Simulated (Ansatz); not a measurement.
The input, for Ansatz 0.2.0:

```yaml
crystal:
  periodic: [false, false, false]
  atoms:
    - {symbol: Mg, position_ang: [0.000000, 0.000000, 0.000000]}
    - {symbol: H, position_ang: [0.000000, 0.000000, 2.859000]}
basis:
  gaussian: {orbitals: pcseg-2, fitting: {mean_field: def2-universal-jkfit}}
magnetization: {spin_polarized: false, initial_magnetization: 1}
correlation: {method: fic_nevpt4_sd, electrons: outside_noble_gas, active_space: {window: {electrons: 3, orbitals: 5}}}
scf: {lower_state_search: off}
```

```sh
$ ansatz run in.yaml --threads 1 --pin off --events-out ev --progress --plain --max-ram 2393MiB
```

Problem. Roughly how long does this take on 1 thread of AMD EPYC 7B13, shared host, and how much host memory?

Solution. 0.36 s wall and 0.33 GiB.

```
these checks for a lower state are left out or cut short: stability, starts, cluster_reference, orbital_swaps, neighbouring_geometries, increment
130 factors; integrals over basis functions are off by at most 1.6e0 eV
mean field evaluation 1: about -5444.2898 eV, gradient 3.3e0 eV
mean field evaluation 2: about -5444.5406 eV, gradient 2.9e0 eV
mean field evaluation 4: about -5444.7424 eV, gradient 1.9e0 eV
mean field evaluation 8: about -5444.7424 eV, gradient 1.9e0 eV
mean field -5445.02709493 eV, -200.1010549669 hartree, gradient 1.4e-6 eV, S^2 0.750000; 0 other end points of the search recorded, 0 dependent functions left out
reference -5445.02709493 eV, -200.1010549669 hartree; 7, 6 occupied and 26, 27 virtual orbitals, 130 factors
state -5445.93578556 eV, -200.1344487316 hartree
state -5445.93578556 eV, -200.1344487316 hartree; corrected -5446.09167337 eV, -200.1401775027 hartree
Total energy: -5446.09167337 eV, -200.1401775027 hartree
Checks for a lower state left out: stability, starts, cluster_reference, orbital_swaps, neighbouring_geometries, increment
```

Natural occupations: 1.8482 0.9932 0.0686 0.0450 0.0450.
